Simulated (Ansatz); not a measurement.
in.yaml

```yaml
crystal:
  periodic: [false, false, false]
  atoms:
    - {symbol: Ge, position_ang: [0.000000, 0.000000, 0.820452]}
    - {symbol: P, position_ang: [0.000000, 0.000000, -1.749476]}
    - {symbol: H, position_ang: [0.000000, 1.065765, -2.683586]}
    - {symbol: H, position_ang: [0.000000, -1.065765, -2.683586]}
basis:
  gaussian: {orbitals: cc-pVDZ, point_charges: [{charge: -0.50, position_ang: [3.643, -0.101, 0.479]}]}
magnetization: {spin_polarized: false, initial_magnetization: 1}
correlation: {active_space: {window: {electrons: 3, orbitals: 3}, states: [{multiplicity: 2, weights: [0]}]}}
```

```sh
$ ansatz run in.yaml --threads 1 --pin off --events-out ev --progress --plain --max-ram 2393MiB
```

Q: One thing in this input was set wrong on purpose, beside settings that are merely unusual. What is the gravest fault, and what does the program do?

A: Impossible set of states or weights. How the run ends: refused.
```
Error: set 0 asks for 1 states and needs as many positive weights; it has [0.0]
```
